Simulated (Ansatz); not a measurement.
**HNO (nitroxyl) at wB97M-V/STO-3G**

Aim: the vertical electron affinity of HNO (nitroxyl) at wB97M-V/STO-3G, from 2 runs. 

The calculation is run with Ansatz 0.2.0.

50 further runs of the same task are left out: 1 that didn't finish, 49 set aside as unsound or not needed.

**1. The structure to begin with**

HNO: 3 atoms, total charge 0, spin state singlet. SMILES: `N=O`. The shape is that of a PBE0-D4/def2-TZVP optimisation.

Bond lengths: N1–O2 1.190 Å, N1–H3 1.063 Å. Angles: O2–N1–H3 108.9°.

**2. A single-point energy at wB97M-V/STO-3G**

File job.yaml:

```yaml
basis:
  gaussian: {orbitals: STO-3G}
crystal:
  periodic: [false, false, false]
  atoms:
    - symbol: N
      position_ang: [-0.283700, 0.312790, -0.117160]
    - symbol: O
      position_ang: [0.755300, 0.397200, 0.456500]
    - symbol: H
      position_ang: [-0.471600, -0.709980, -0.339350]
hamiltonian: {xc: {name: wB97M-V}}
accuracy: high
```

Run with:

```bash
$ ansatz run job.yaml --threads 1 --pin off --max-ram 3480MiB --events-out events.jsonl --progress --plain --runs-dir runs
```

Output:

```text
Warning: RAYON_NUM_THREADS=1 ignored (pool sized by the plan → 1); use --threads N
Functional definition: wB97M-V
  name "wB97M-V"
  parameter omega = 0.3/bohr
  parameter cx = 0.15
  parameter cx01 = 1.007
  parameter cx10 = 0.259
  parameter css00 = 0.443
  parameter css04 = -1.437
  parameter css10 = -4.535
  parameter css20 = -3.390
  parameter css43 = 4.278
  parameter cos00 = 1.000
  parameter cos10 = 1.358
  parameter cos20 = 2.924
  parameter cos21 = -8.812
  parameter cos60 = -1.390
  parameter cos61 = 9.142
  parameter b = 6.0
  parameter c = 0.01
  gx(w, u) = 1 - cx + cx01*u + cx10*w
  gss(w, u) = css00 + css04*u^4 + css10*w + css20*w^2 + css43*w^4*u^3
  gos(w, u) = cos00 + cos10*w + (cos20 + cos21*u)*w^2 + (cos60 + cos61*u)*w^6
  exchange = spin_sum(e_x_unif_sr(omega)*gx(b97_w, b97_u_x)) + cx*exact_x_sr(omega) + exact_x_lr(omega)
  correlation = spin_sum(e_c_pw_mod_same_spin*gss(b97_w, b97_u_same))
      + integral(e_c_pw_mod_opposite_spin*gos(b97_w_opposite, b97_u_opposite)) + vv10(b, c)
168 factors; integrals over basis functions are off by at most 3.7e-8 eV
93 factors; integrals over basis functions are off by at most 7.3e-10 eV
mean field evaluation 1: about -3501.3450 eV, gradient 1.5e1 eV
mean field evaluation 2: about -3501.3007 eV, gradient 1.7e1 eV
mean field evaluation 4: about -3502.0196 eV, gradient 1.2e-1 eV
mean field evaluation 8: about -3501.9995 eV, gradient 4.0e-4 eV
mean field evaluation 16: about -3501.9995 eV, gradient 6.0e-8 eV
mean field -3501.99949565 eV, -128.6961077247 hartree, gradient 6.0e-8 eV, S^2 0.000000; 0 other end points of the search recorded, 0 dependent functions left out
reference -3501.99949695 eV, -128.6961077725 hartree; 8, 8 occupied and 3, 3 virtual orbitals, 168 factors
Total energy: -3501.99949695 eV, -128.6961077725 hartree
```

Run time: 3.3 s. Hardware: 1 thread of AMD EPYC 7R43 (Zen 3), shared host; peak memory 0.19 GiB.

**3. The doublet anion**

File job.yaml:

```yaml
crystal:
  periodic: [false, false, false]
  atoms:
    - {symbol: N, position_ang: [-0.283700, 0.312790, -0.117160]}
    - {symbol: O, position_ang: [0.755300, 0.397200, 0.456500]}
    - {symbol: H, position_ang: [-0.471600, -0.709980, -0.339350]}
basis:
  gaussian:
    orbitals: STO-3G
hamiltonian:
  xc: {name: wB97M-V}
total_charge: -1
magnetization:
  spin_polarized: true
  initial_magnetization: 1
accuracy: high
```

Run with:

```bash
$ ansatz run job.yaml --threads 1 --pin off --max-ram 3480MiB --events-out events.jsonl --progress --plain --runs-dir runs
```

Output (excerpt; [...] marks lines left out):

```text
Warning: RAYON_NUM_THREADS=1 ignored (pool sized by the plan → 1); use --threads N
Functional definition: wB97M-V
  name "wB97M-V"
[...]
  gx(w, u) = 1 - cx + cx01*u + cx10*w
  gss(w, u) = css00 + css04*u^4 + css10*w + css20*w^2 + css43*w^4*u^3
  gos(w, u) = cos00 + cos10*w + (cos20 + cos21*u)*w^2 + (cos60 + cos61*u)*w^6
[...]
      + integral(e_c_pw_mod_opposite_spin*gos(b97_w_opposite, b97_u_opposite)) + vv10(b, c)
168 factors; integrals over basis functions are off by at most 3.7e-8 eV
93 factors; integrals over basis functions are off by at most 7.3e-10 eV
[...]
mean field -3496.15142778 eV, -128.4811951944 hartree, gradient 2.7e-8 eV, S^2 0.750513; 0 other end points of the search recorded, 0 dependent functions left out
reference -3496.15142910 eV, -128.4811952428 hartree; 9, 8 occupied and 2, 3 virtual orbitals, 168 factors
Total energy: -3496.15142910 eV, -128.4811952428 hartree
```

Run time: 5.1 s. Hardware: 1 thread of AMD EPYC 7R43 (Zen 3), shared host; peak memory 0.32 GiB.

**4. What came out**

At wB97M-V/STO-3G:

| quantity | value |
| --- | --- |
| singlet HNO: total energy | -128.69611 Eh |
| doublet anion: total energy | -128.48120 Eh |
| doublet anion: ⟨S²⟩ | 0.751 |
| vertical electron affinity (to the doublet anion) | -5.848 eV |

In words: The anion lies 5.85 eV (564 kJ/mol) above the neutral: the electron isn't bound at this level, and such a value depends on the basis. Without diffuse functions anions come out too high. In a minimal basis such a difference can be off by several eV, whatever the method.
